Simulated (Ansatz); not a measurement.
# C3H3FO: the cost of one run

The runs use Ansatz 0.2.0; RKS r2SCAN0-D4/def2-SVP.

1 further run of the same task is left out (set aside as unsound or not needed).

## 1. Starting geometry

SMILES `FC1C=CO1`, 8 atoms, charge 0, spin multiplicity 1.

Atoms are counted from 1 here; the program's logs count them from 0.

Bond lengths: F1–C2 1.352 Å, C2–C3 1.513 Å, C2–O5 1.477 Å, C2–H6 1.113 Å, C3–C4 1.352 Å, C3–H7 1.093 Å, C4–O5 1.388 Å, C4–H8 1.101 Å. Angles: F1–C2–C3 119.5°, F1–C2–O5 111.7°, F1–C2–H6 109.1°, C3–C2–O5 89.1°, C3–C2–H6 116.9°, O5–C2–H6 108.4°, C2–C3–C4 85.4°, C2–C3–H7 136.0°, C4–C3–H7 138.2°, C3–C4–O5 99.9°, C3–C4–H8 139.8°, O5–C4–H8 120.3°, C2–O5–C4 85.5°.

Geometry (Å):

```
F    -1.1079    1.2682    1.0960
C    -0.2437    0.8165    0.1591
C     0.6332   -0.3768    0.4687
C    -0.0135   -0.9788   -0.5546
O    -0.9286    0.0149   -0.8754
H     0.2453    1.6854   -0.3353
H     1.4748   -0.5828    1.1354
H     0.0325   -1.9038   -1.1496
```

## 2. Relaxation

input.yaml

```yaml
crystal:
  periodic: [false, false, false]
  atoms:
    - { symbol: F, position_ang: [-1.107921, 1.268218, 1.096044] }
    - { symbol: C, position_ang: [-0.243721, 0.81648, 0.159125] }
    - { symbol: C, position_ang: [0.633225, -0.376751, 0.468706] }
    - { symbol: C, position_ang: [-0.013462, -0.978813, -0.554621] }
    - { symbol: O, position_ang: [-0.928641, 0.014872, -0.875378] }
    - { symbol: H, position_ang: [0.245348, 1.685386, -0.335333] }
    - { symbol: H, position_ang: [1.474837, -0.58276, 1.135361] }
    - { symbol: H, position_ang: [0.032534, -1.903831, -1.149604] }
basis:
  gaussian: { orbitals: def2-SVP }
hamiltonian:
  xc: { name: r2SCAN0 }
  dispersion: d4
output:
  forces: true
relax:
  f_tol: 0.003
  max_steps: 120
```

Launch:

```
> ansatz run input.yaml --threads 1 --pin off --max-ram 2560MiB --backend cpu --events-out ev --progress --plain --runs-dir out
```

Q: Estimate wall time and peak memory on 1 thread of Arm Neoverse V2, shared host.

About 31 s, with a peak of 0.18 GiB.
